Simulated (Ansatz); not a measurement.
A nudged elastic band was laid between two geometries of CH₆NSi (9 atoms, charge 1, multiplicity 1).

Method: Ansatz, RKS r2SCAN-D4/def2-SVP.

- movable images: 7
- climbing image: yes
- spring: 20.0 eV/Å²
- optimiser: quadratic models (default)
- start path: IDPP
- force threshold: 0.03 eV/Å
- iteration limit: 59
- end points: relaxed

Initial state:

```xyz
9
Properties=species:S:1:pos:R:3
C -0.365 0.381 -1.141
N 0.158 0.446 0.230
Si 0.368 -0.780 1.324
H -0.632 -0.652 -1.398
H -1.258 1.018 -1.226
H 0.399 0.743 -1.846
H 0.421 1.394 0.520
H -0.012 -2.137 0.897
H 0.919 -0.413 2.639
```

Final state:

```xyz
9
Properties=species:S:1:pos:R:3
C -0.853 0.208 -0.900
N -0.139 0.340 0.377
Si 1.190 -0.488 0.918
H -1.900 -0.070 -0.710
H -0.830 1.167 -1.438
H -0.381 -0.565 -1.521
H -0.542 1.051 0.996
H 1.760 -1.508 0.022
H 1.696 -0.136 2.256
```

Question: Which bonds break or form, and what moves?

Answer: No bond is made or broken. The dihedral H6–C1–N2–Si3 goes from -120 to 0°. The two ends are copies of one structure, up to a mirror image or an exchange of like atoms.

Question: Give the energies along the band, and the barrier.

Answer: It converged. The highest image is number 4 of 0 to 8, 0.089 eV above the ends, which have the same energy within 2 meV. Another band between the same ends (7 images) ends at a top of the same energy, where a vibrational analysis finds 1 clearly imaginary mode. Limits of this set-up: the dipole of an ion depends on the origin.

| image | path coordinate (Å) | energy (eV) | dihedral H6–C1–N2–Si3 (°) |
| --- | --- | --- | --- |
| 0 | 0.00 | 0.000 | -120 |
| 1 | 0.39 | 0.013 | -105 |
| 2 | 0.77 | 0.045 | -90 |
| 3 | 1.16 | 0.076 | -75 |
| 4 | 1.55 | 0.089 | -61 |
| 5 | 1.94 | 0.076 | -46 |
| 6 | 2.33 | 0.045 | -31 |
| 7 | 2.71 | 0.013 | -16 |
| 8 | 3.10 | 0.000 | 0 |

Question: What is the geometry of the highest image?

Answer: 
```xyz
9
Properties=species:S:1:pos:R:3
C -0.671 0.331 -1.025
N -0.042 0.408 0.310
Si 0.893 -0.700 1.113
H -1.382 -0.506 -1.071
H -1.215 1.264 -1.213
H 0.092 0.206 -1.806
H -0.223 1.289 0.800
H 1.177 -1.981 0.443
H 1.371 -0.310 2.450
```

Run time: 2.2 min on 1 thread of Arm Neoverse V1, on a shared host, peak memory 0.15 GiB.
